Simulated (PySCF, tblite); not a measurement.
**C₃H₇N, a complex of two parts: NMR shifts, interaction energy, spin-spin couplings and core binding energies**

Aim: the NMR shifts, interaction energy, spin-spin couplings and core binding energies of `C` with `CC#N`.

Programs: tblite 0.8.0 and PySCF 2.14.0. All values are calculated, for the isolated system unless a continuum is named. Atoms count from 0, parts from 1.

## (1) Starting point

11 atoms, charge 0, multiplicity 1; geometry: rigid parts in contact. Parts: 1 = atoms 0–4, `C`, charge 0; 2 = atoms 5–10, `CC#N`, charge 0.

## (2) Docking the parts with GFN2-xTB

What the job is given:

```
{"job": {"kind": "dock", "xc": "GFN2-xTB", "basis": "xTB"}, "charge": 0, "multiplicity": 1, "parts": [{"atoms": "0-4", "charge": 0, "multiplicity": 1}, {"atoms": "5-10", "charge": 0, "multiplicity": 1}]}
C     -0.000060     0.000066    -0.000007
H     -0.687416    -0.528432    -0.647730
H     -0.354871     1.010648     0.154733
H      0.062868    -0.510346     0.952344
H      0.979479     0.028064    -0.459340
C      1.049136     2.785750     1.712283
C     -0.140013     3.150958     0.993599
N     -1.085762     3.441434     0.422008
H      1.632436     3.679774     1.929123
H      0.774440     2.297141     2.646235
H      1.644548     2.102737     1.107688
```

Method: GFN2-xTB search for minima from random contacts, gas phase.

Launch:

```bash
OMP_NUM_THREADS=1 python cluster_run.py task.json out
```

This one command runs all jobs of the session in turn.

**Question.** The jobs that follow are: PBE0-D3(BJ)/def2-SVPD geometry optimisation, gas phase; GIAO PBE0/pcSseg-2 NMR shielding, non-relativistic, gas phase; wB97M-D3(BJ)/def2-TZVPD interaction energy, counterpoise and uncorrected, gas phase; PBE0-D3(BJ)/def2-TZVPD interaction energy, counterpoise and uncorrected, gas phase; MP2/def2-TZVPD interaction energy, counterpoise and uncorrected, gas phase; B3LYP/pcJ-1 indirect spin-spin coupling, non-relativistic, gas phase; delta-SCF UKS SCAN, pcX-2 on the ionised atom, pcseg-1 elsewhere, spin-free X2C. Predict: binding energy (GFN2-xTB); point group; rotational constants (main isotopes); shieldings of C, H (PBE0/pcSseg-2); largest proton shift on binding; interaction energy, counterpoise (wB97M-D3(BJ)/def2-TZVPD); superposition error; binding energy (with deformation); largest coupling of the table (B3LYP/pcJ-1); C1s binding energies, SCAN/pcX-2.

The runs gave:

| quantity | value |
| --- | --- |
| binding energy (GFN2-xTB) | -1.04 kcal/mol |
| point group | C1 |
| rotational constants (main isotopes) | 8.83, 3.19, 2.42 GHz |
| shieldings of C, H (PBE0/pcSseg-2) | C6 59.6, C5 182.6, C0 189.7, H10 29.5, H9 29.6, H8 29.6, H2 30.4, H1 30.9 ppm and more |
| largest proton shift on binding | H2, +0.71 ppm |
| interaction energy, counterpoise (wB97M-D3(BJ)/def2-TZVPD) | -1.23 kcal/mol |
| superposition error | 0.05 kcal/mol |
| binding energy (with deformation) | -1.21 kcal/mol |
| largest coupling of the table (B3LYP/pcJ-1) | 1J(C,H) C5–H10, 142.4 Hz |
| C1s binding energies, SCAN/pcX-2 | C5 292.71, C6 292.61, C0 290.82 eV |
| range of the interaction energy over the runs of this table | -1.23 to -0.92 kcal/mol |

In words: At its xTB geometry the search ends with the contact H2···C6 (inside the van der Waals sum, 2.88 Å); 6 starts can't prove it the lowest minimum. A later relaxation moves these distances. The optimisation took 3 steps and gained 0.085 eV; among the close pairs (by a distance rule), C0–H3 changed most, from 1.066 to 1.098 Å. At PBE0/pcSseg-2: Shielding is most anisotropic at N7 (span 520 ppm, paramagnetic term -373 ppm). On binding (GIAO PBE0/pcSseg-2 NMR shielding, non-relativistic, gas phase), H2 moves most among the protons, 0.71 ppm downfield. Of the attraction, dispersion 45 %, electrostatic 39 %, orbital 16 %; Pauli repulsion takes back 1.27 kcal/mol. Of the pairs tabulated at B3LYP/pcJ-1, C5–H10 couples most strongly (142.4 Hz; Fermi contact 140.6 Hz). C5 (carbon bonded to C, 3 H) binds its C1s electron 1.89 eV more tightly than C0 (carbon bonded to 4 H). Binding moves the C1s level of C5 by -0.09 eV. The interaction energy runs from -1.23 (wB97M-D3(BJ)/def2-TZVPD) to -0.92 kcal/mol (MP2/def2-TZVPD).
